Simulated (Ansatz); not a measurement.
Potential energy surface of H3 (cation, charge +1), singlet: collinear H-H-H surface. Scanned: first H-H distance and second H-H distance.

Cartesian coordinates as functions of the variables (Å; names that start with a are angles):
```
H  0  0  -r1
H  0  0  0
H  0  0  r2
```

Level of theory: MP2 on RHF/cc-pVTZ, frozen core (Ansatz, an electronic-structure program).

Energy in mEh above the lowest grid point; x is the first H-H distance (Å), y the second H-H distance (Å).

| y \ x | 0.63 | 0.68 | 0.75 | 0.80 | 0.86 | 0.93 | 1.03 | 1.14 | 1.20 | 1.33 | 1.61 | 1.74 | 2.15 |
|---|---|---|---|---|---|---|---|---|---|---|---|---|---|
| 2.15 | 102.9 | 94.2 | 89.8 | 90.5 | 94.0 | 100.6 | 112.4 | 126.6 | 134.4 | 150.6 | 180.7 | 192.1 | 218.8 |
| 1.89 | 95.5 | 86.0 | 80.6 | 80.6 | 83.3 | 88.9 | 99.6 | 112.9 | 120.3 | 135.9 | 165.3 | 176.6 | 203.4 |
| 1.50 | 74.7 | 64.1 | 57.2 | 56.1 | 57.7 | 62.2 | 71.5 | 83.5 | 90.3 | 104.8 | 132.7 | 143.6 | 169.8 |
| 1.38 | 65.5 | 54.6 | 47.4 | 46.0 | 47.4 | 51.5 | 60.4 | 72.1 | 78.7 | 92.9 | 120.3 | 130.9 | 156.6 |
| 1.24 | 53.2 | 42.1 | 34.5 | 33.0 | 34.0 | 37.9 | 46.5 | 57.7 | 64.2 | 78.0 | 104.6 | 114.9 | 139.5 |
| 1.10 | 40.0 | 28.8 | 21.0 | 19.3 | 20.2 | 23.9 | 32.1 | 43.1 | 49.3 | 62.8 | 88.4 | 98.2 | 121.4 |
| 1.01 | 31.7 | 20.5 | 12.6 | 11.0 | 11.8 | 15.4 | 23.6 | 34.3 | 40.5 | 53.6 | 78.5 | 88.0 | 109.9 |
| 0.94 | 26.0 | 14.8 | 7.1 | 5.4 | 6.2 | 9.9 | 17.9 | 28.6 | 34.6 | 47.6 | 71.8 | 81.0 | 101.7 |
| 0.88 | 22.2 | 11.1 | 3.5 | 1.8 | 2.7 | 6.4 | 14.4 | 24.9 | 30.9 | 43.6 | 67.3 | 76.2 | 95.7 |
| 0.81 | 20.0 | 9.0 | 1.5 | 0.0 | 1.0 | 4.7 | 12.7 | 23.1 | 29.1 | 41.5 | 64.5 | 72.9 | 90.9 |
| 0.73 | 22.1 | 11.5 | 4.3 | 2.9 | 4.0 | 7.8 | 15.9 | 26.3 | 32.1 | 44.3 | 66.2 | 74.1 | 90.3 |
| 0.69 | 26.2 | 15.7 | 8.7 | 7.5 | 8.7 | 12.5 | 20.6 | 31.0 | 36.8 | 48.8 | 70.2 | 77.8 | 93.1 |
| 0.63 | 37.8 | 27.6 | 21.0 | 19.9 | 21.3 | 25.3 | 33.5 | 43.8 | 49.5 | 61.3 | 81.9 | 89.0 | 102.9 |

Points that lie below all their neighbours on the grid: x = 0.80, y = 0.81 (0.0 mEh).
